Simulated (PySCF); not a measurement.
PySCF input (M06-L/def2-TZVPD):

```python
from pyscf import gto, scf, dft

mol = gto.M(
    atom='''
    C    -0.14705728   -0.01302798    0.65292698
    F     0.01653730    1.14223575   -0.25159314
    F    -0.01718667   -1.12927050   -0.30451251
    H     0.88818797   -0.03851944    1.08738899
    ''',
    basis='def2-tzvpd',
    charge=-1,
    spin=0,
    verbose=4,
)

mf = dft.RKS(mol, xc='m06l').density_fit(auxbasis='def2-universal-jkfit')
mf.grids.level = 4
mf.conv_tol = 1e-9
mf.max_cycle = 100
mf.max_memory = 1500
mf.kernel()
if not mf.converged:
    mf = mf.newton()
    mf.kernel(mf.make_rdm1())
mf.analyze()
```

End of the output:

```
Extra cycle  E= -238.395735030765  delta_E= 5.57e-12  |g|= 1.85e-05  |ddm|= 0.000152
converged SCF energy = -238.395735030765
**** SCF Summaries ****
Total Energy =                        -238.395735030764939
Nuclear Repulsion Energy =              65.196271367477522
One-electron Energy =                 -467.330281247659286
Two-electron Energy =                  163.738274849416854
Two-electron Coulomb Energy =          190.585499647378811
DFT Exchange-Correlation Energy =      -26.847224797961967
HOMO-LUMO gap [eV] =                     2.807696998731668
**** MO energy ****
MO #1   energy= -24.2327431256972  occ= 2
MO #2   energy= -24.2327320912046  occ= 2
MO #3   energy= -9.88828157996399  occ= 2
MO #4   energy= -0.919248800340313 occ= 2
MO #5   energy= -0.88199488349208  occ= 2
MO #6   energy= -0.360074037129468 occ= 2
MO #7   energy= -0.203896966039361 occ= 2
MO #8   energy= -0.197465443097784 occ= 2
MO #9   energy= -0.15020265953504  occ= 2
MO #10  energy= -0.106258932524986 occ= 2
MO #11  energy= -0.0898222548179449 occ= 2
MO #12  energy= -0.0848676892901772 occ= 2
MO #13  energy= 0.0747671423815035 occ= 2
MO #14  energy= 0.177948104816421  occ= 0
MO #15  energy= 0.198413909452144  occ= 0
MO #16  energy= 0.220691478227367  occ= 0
MO #17  energy= 0.24146258457839   occ= 0
MO #18  energy= 0.268150912945408  occ= 0
MO #19  energy= 0.270745687976082  occ= 0
MO #20  energy= 0.281995010135892  occ= 0
MO #21  energy= 0.300199950922984  occ= 0
MO #22  energy= 0.316906451901822  occ= 0
MO #23  energy= 0.328755973410896  occ= 0
MO #24  energy= 0.407634321410948  occ= 0
MO #25  energy= 0.414665588818391  occ= 0
MO #26  energy= 0.431183299944127  occ= 0
MO #27  energy= 0.44444423537805   occ= 0
MO #28  energy= 0.466709437004875  occ= 0
MO #29  energy= 0.469852001837794  occ= 0
MO #30  energy= 0.504665850458654  occ= 0
MO #31  energy= 0.517090839929452  occ= 0
MO #32  energy= 0.528884220256853  occ= 0
MO #33  energy= 0.54644220098053   occ= 0
MO #34  energy= 0.596407270473648  occ= 0
MO #35  energy= 0.631271698233878  occ= 0
MO #36  energy= 0.656406291606608  occ= 0
MO #37  energy= 0.694680329212432  occ= 0
MO #38  energy= 0.725175856625221  occ= 0
MO #39  energy= 0.791113540585226  occ= 0
MO #40  energy= 0.795718252301581  occ= 0
MO #41  energy= 0.816403204620772  occ= 0
MO #42  energy= 0.830877664532337  occ= 0
MO #43  energy= 0.833936852474477  occ= 0
MO #44  energy= 0.848631914300236  occ= 0
MO #45  energy= 0.880435551759813  occ= 0
MO #46  energy= 0.88375653928535   occ= 0
MO #47  energy= 0.947947203534131  occ= 0
MO #48  energy= 0.958739190991579  occ= 0
MO #49  energy= 1.03579093290351   occ= 0
MO #50  energy= 1.04861051808249   occ= 0
MO #51  energy= 1.07398858853464   occ= 0
MO #52  energy= 1.1843073735393    occ= 0
MO #53  energy= 1.20338738475796   occ= 0
MO #54  energy= 1.30258275724633   occ= 0
MO #55  energy= 1.32181323932189   occ= 0
MO #56  energy= 1.3244809236059    occ= 0
MO #57  energy= 1.38060823242426   occ= 0
MO #58  energy= 1.41236054631066   occ= 0
MO #59  energy= 1.44838433799725   occ= 0
MO #60  energy= 1.45394759166974   occ= 0
MO #61  energy= 1.53987993397816   occ= 0
MO #62  energy= 1.85835815293813   occ= 0
MO #63  energy= 2.01233070570532   occ= 0
MO #64  energy= 2.11513306024469   occ= 0
MO #65  energy= 2.15433776824931   occ= 0
MO #66  energy= 2.33229763717337   occ= 0
MO #67  energy= 2.35367367928976   occ= 0
MO #68  energy= 2.41218986099676   occ= 0
MO #69  energy= 2.42455484814791   occ= 0
MO #70  energy= 2.4791839089436    occ= 0
MO #71  energy= 2.49156681398363   occ= 0
MO #72  energy= 2.53345953617266   occ= 0
MO #73  energy= 2.59911318952976   occ= 0
MO #74  energy= 2.60749129529203   occ= 0
MO #75  energy= 2.6917452934439    occ= 0
MO #76  energy= 2.82653323553431   occ= 0
MO #77  energy= 3.01724375359452   occ= 0
MO #78  energy= 3.05223812828896   occ= 0
MO #79  energy= 3.17040220634489   occ= 0
MO #80  energy= 3.22731853200236   occ= 0
MO #81  energy= 3.33275798674854   occ= 0
MO #82  energy= 3.39005642613225   occ= 0
MO #83  energy= 3.4681782955209    occ= 0
MO #84  energy= 3.46835899583944   occ= 0
MO #85  energy= 3.53170304603202   occ= 0
MO #86  energy= 3.58696317479335   occ= 0
MO #87  energy= 3.68538727556041   occ= 0
MO #88  energy= 3.75009073789613   occ= 0
MO #89  energy= 3.79236195288582   occ= 0
MO #90  energy= 3.81483726412551   occ= 0
MO #91  energy= 4.01117328673716   occ= 0
MO #92  energy= 4.02991539752398   occ= 0
MO #93  energy= 4.06620723008735   occ= 0
MO #94  energy= 4.14160818165863   occ= 0
MO #95  energy= 4.35116832400479   occ= 0
MO #96  energy= 4.3939668909062    occ= 0
MO #97  energy= 4.48487389557704   occ= 0
MO #98  energy= 5.37126281663182   occ= 0
MO #99  energy= 5.51920752336216   occ= 0
MO #100 energy= 7.28392654954411   occ= 0
MO #101 energy= 7.2848323603265    occ= 0
MO #102 energy= 7.28567460366161   occ= 0
MO #103 energy= 7.28800241253721   occ= 0
MO #104 energy= 7.28837725134277   occ= 0
MO #105 energy= 7.33621494267617   occ= 0
MO #106 energy= 7.36261826891857   occ= 0
MO #107 energy= 7.37023397448152   occ= 0
MO #108 energy= 7.53619560859506   occ= 0
MO #109 energy= 7.57379255738038   occ= 0
MO #110 energy= 7.57701876682745   occ= 0
MO #111 energy= 7.62094118117985   occ= 0
MO #112 energy= 7.74352486434728   occ= 0
MO #113 energy= 7.77185776740811   occ= 0
MO #114 energy= 8.87272943090304   occ= 0
MO #115 energy= 8.88471052043001   occ= 0
MO #116 energy= 8.89342068353669   occ= 0
MO #117 energy= 8.91584722208032   occ= 0
MO #118 energy= 9.04352325695426   occ= 0
MO #119 energy= 9.11801752698278   occ= 0
MO #120 energy= 9.12692305082892   occ= 0
MO #121 energy= 9.24844930161343   occ= 0
MO #122 energy= 9.65505531331705   occ= 0
MO #123 energy= 9.73054845752761   occ= 0
MO #124 energy= 22.3864428998247   occ= 0
MO #125 energy= 57.6790409157377   occ= 0
MO #126 energy= 57.6846963697389   occ= 0
 ** Mulliken pop on meta-lowdin orthogonal AOs  **
 ** Mulliken pop  **
pop of  0 C 1s            1.99993
pop of  0 C 2s            1.43004
pop of  0 C 3s            0.02653
pop of  0 C 4s            0.00353
pop of  0 C 5s            0.00220
pop of  0 C 6s            0.00135
pop of  0 C 2px           1.35266
pop of  0 C 2py           0.49951
pop of  0 C 2pz           0.77321
pop of  0 C 3px           0.01156
pop of  0 C 3py           0.00590
pop of  0 C 3pz           0.00822
pop of  0 C 4px           0.00405
pop of  0 C 4py           0.00009
pop of  0 C 4pz           0.00067
pop of  0 C 3dxy          0.00321
pop of  0 C 3dyz          0.00267
pop of  0 C 3dz^2         0.00353
pop of  0 C 3dxz          0.00318
pop of  0 C 3dx2-y2       0.00309
pop of  0 C 4dxy          0.00009
pop of  0 C 4dyz          0.00027
pop of  0 C 4dz^2         0.00047
pop of  0 C 4dxz          0.00388
pop of  0 C 4dx2-y2       0.00041
pop of  0 C 5dxy          0.00004
pop of  0 C 5dyz          0.00008
pop of  0 C 5dz^2         0.00060
pop of  0 C 5dxz          0.00681
pop of  0 C 5dx2-y2       0.00019
pop of  0 C 4f-3          0.00009
pop of  0 C 4f-2          0.00012
pop of  0 C 4f-1          0.00019
pop of  0 C 4f+0          0.00004
pop of  0 C 4f+1          0.00007
pop of  0 C 4f+2          0.00085
pop of  0 C 4f+3          0.00006
pop of  1 F 1s            1.99998
pop of  1 F 2s            1.89165
pop of  1 F 3s            0.00495
pop of  1 F 4s            0.00166
pop of  1 F 5s            0.00178
pop of  1 F 6s            0.00143
pop of  1 F 2px           1.97169
pop of  1 F 2py           1.72703
pop of  1 F 2pz           1.80311
pop of  1 F 3px           0.00297
pop of  1 F 3py           0.00198
pop of  1 F 3pz           0.00233
pop of  1 F 4px           0.00199
pop of  1 F 4py           0.00041
pop of  1 F 4pz           0.00087
pop of  1 F 5px           0.00208
pop of  1 F 5py           0.00052
pop of  1 F 5pz           0.00108
pop of  1 F 3dxy          0.00036
pop of  1 F 3dyz          0.00178
pop of  1 F 3dz^2         0.00031
pop of  1 F 3dxz          0.00036
pop of  1 F 3dx2-y2       0.00084
pop of  1 F 4dxy          0.00011
pop of  1 F 4dyz          0.00057
pop of  1 F 4dz^2         0.00009
pop of  1 F 4dxz          0.00031
pop of  1 F 4dx2-y2       0.00026
pop of  1 F 5dxy          0.00024
pop of  1 F 5dyz          0.00039
pop of  1 F 5dz^2         0.00020
pop of  1 F 5dxz          0.00060
pop of  1 F 5dx2-y2       0.00024
pop of  1 F 4f-3          0.00002
pop of  1 F 4f-2          0.00002
pop of  1 F 4f-1          0.00004
pop of  1 F 4f+0          0.00002
pop of  1 F 4f+1          0.00000
pop of  1 F 4f+2          0.00007
pop of  1 F 4f+3          0.00001
pop of  2 F 1s            1.99998
pop of  2 F 2s            1.89165
pop of  2 F 3s            0.00495
pop of  2 F 4s            0.00166
pop of  2 F 5s            0.00178
pop of  2 F 6s            0.00143
pop of  2 F 2px           1.97371
pop of  2 F 2py           1.74182
pop of  2 F 2pz           1.78628
pop of  2 F 3px           0.00297
pop of  2 F 3py           0.00209
pop of  2 F 3pz           0.00222
pop of  2 F 4px           0.00197
pop of  2 F 4py           0.00043
pop of  2 F 4pz           0.00088
pop of  2 F 5px           0.00205
pop of  2 F 5py           0.00051
pop of  2 F 5pz           0.00112
pop of  2 F 3dxy          0.00032
pop of  2 F 3dyz          0.00185
pop of  2 F 3dz^2         0.00035
pop of  2 F 3dxz          0.00039
pop of  2 F 3dx2-y2       0.00075
pop of  2 F 4dxy          0.00010
pop of  2 F 4dyz          0.00058
pop of  2 F 4dz^2         0.00010
pop of  2 F 4dxz          0.00033
pop of  2 F 4dx2-y2       0.00023
pop of  2 F 5dxy          0.00022
pop of  2 F 5dyz          0.00038
pop of  2 F 5dz^2         0.00020
pop of  2 F 5dxz          0.00064
pop of  2 F 5dx2-y2       0.00022
pop of  2 F 4f-3          0.00002
pop of  2 F 4f-2          0.00002
pop of  2 F 4f-1          0.00005
pop of  2 F 4f+0          0.00002
pop of  2 F 4f+1          0.00000
pop of  2 F 4f+2          0.00006
pop of  2 F 4f+3          0.00001
pop of  3 H 1s            0.97568
pop of  3 H 2s            0.00745
pop of  3 H 3s            0.00168
pop of  3 H 2px           0.00532
pop of  3 H 2py           0.00084
pop of  3 H 2pz           0.00104
pop of  3 H 3px           0.00836
pop of  3 H 3py           0.00108
pop of  3 H 3pz           0.00047
 ** Mulliken atomic charges  **
charge of    0C =     -0.14936
charge of    1F =     -0.42436
charge of    2F =     -0.42436
charge of    3H =     -0.00192

WARN: System has nonzero charge -1; the dipole moment is origin-dependent.
Location of origin: [0. 0. 0.]

Dipole moment(X, Y, Z, Debye):  1.65084,  0.00720, -1.36267
```

It need not be the lowest isomer of its formula. Whether it binds its extra electron was not tested at this geometry.
